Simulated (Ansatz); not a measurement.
AlB₂H₅, SMILES B[BH][AlH2]: a ladder of basis sets, run with the Ansatz DFT code, driven from Python.

`basis_alb2h5.py`:
```python
"""How the energy of AlB2H5 converges with the basis."""

import ansatz

GEOMETRY = """
B    -1.19780    0.65480   -0.75300
B     0.09920    0.69790    0.19530
Al    1.05930   -1.06560    0.58440
H    -1.57420   -0.30090   -1.22770
H    -1.80620    1.70620   -1.00940
H     0.50080    1.73030    0.65160
H     0.58020   -2.43540   -0.01560
H     2.43090   -1.04440    1.51860
"""

mol = ansatz.Crystal.molecule()
for line in GEOMETRY.strip().splitlines():
    symbol, *xyz = line.split()
    mol = mol.atom(symbol, [float(v) for v in xyz])

base = mol.calculation().functional("hf")

energies = {}
for basis in ["STO-3G", "6-31G", "6-31G*", "def2-SVP", "def2-SVPD", "def2-TZVP", "def2-TZVPP"]:
    summary = base.basis(gaussian=basis).run(threads=1, backend="cpu").report
    size = summary["n_frozen"] + summary["n_occupied"][0] + summary["n_virtual"][0]
    energies[basis] = (summary["reference_energy_ev"] / 27.211386246, summary["free_energy_ev"] / 27.211386246)
    print(f"{basis:14s} {size:4d} orbitals  reference {energies[basis][0]:14.6f} Ha  total {energies[basis][1]:14.6f} Ha")

last = energies["def2-TZVPP"][1]
for basis, (_, total) in energies.items():
    print(f"{basis:14s} lies {27.211386 * (total - last):9.4f} eV above def2-TZVPP")
```

How far does the total energy move along this ladder of basis sets?

Against STO-3G: 6-31G -3470.5 mHa, 6-31G* -3512.1 mHa, def2-SVP -3410.6 mHa, def2-SVPD -3413.1 mHa, def2-TZVP -3551.2 mHa and def2-TZVPP -3552.0 mHa. The last step alone is -0.84 mHa (these two sets differ little on atoms other than hydrogen).

The output:

```console
$ python basis_alb2h5.py
STO-3G           24 orbitals  reference    -290.540604 Ha  total    -290.540604 Ha
6-31G            41 orbitals  reference    -294.011103 Ha  total    -294.011103 Ha
6-31G*           59 orbitals  reference    -294.052732 Ha  total    -294.052732 Ha
def2-SVP         71 orbitals  reference    -293.951206 Ha  total    -293.951206 Ha
def2-SVPD       104 orbitals  reference    -293.953670 Ha  total    -293.953670 Ha
def2-TZVP       129 orbitals  reference    -294.091796 Ha  total    -294.091796 Ha
def2-TZVPP      174 orbitals  reference    -294.092635 Ha  total    -294.092635 Ha
STO-3G         lies   96.6557 eV above def2-TZVPP
6-31G          lies    2.2186 eV above def2-TZVPP
6-31G*         lies    1.0858 eV above def2-TZVPP
def2-SVP       lies    3.8485 eV above def2-TZVPP
def2-SVPD      lies    3.7814 eV above def2-TZVPP
def2-TZVP      lies    0.0228 eV above def2-TZVPP
def2-TZVPP     lies    0.0000 eV above def2-TZVPP
```

The drop along the ladder measures the basis error, and is no property of the molecule. The geometry is a force-field or estimated start, not a minimum of this method, and the last set is no limit. Much of the fall in a total is atomic energy, which cancels in bond and reaction energies. Totals across families of basis sets mostly measure their core functions. Wall time of the script: 4.9 s on 1 thread of Arm Neoverse V1, with other jobs on the host, peak memory 0.29 GiB.
